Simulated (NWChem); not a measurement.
# Correlation energy of hydrogen fluoride (HF)

```
F
H 1 0.9248
```
Charge 0, spin multiplicity 1.

Program: NWChem. Structure: optimised with B3LYP/def2-SVP, a minimum by its harmonic frequencies.

Basis set: def2-TZVP. Each correlation energy counts from its own Hartree-Fock reference.

The correlated methods keep 1 core orbital frozen. Coupled-cluster values serve here as a point of comparison, not as the truth.

Q: Order these methods by the correlation energy they give, lowest first: MP2, SCS-MP2, CR-CCSD[T], CCSD.

A: CR-CCSD[T] (-275.6 mHa), CCSD (-270.2 mHa), MP2 (-267.4 mHa), SCS-MP2 (-261.6 mHa)
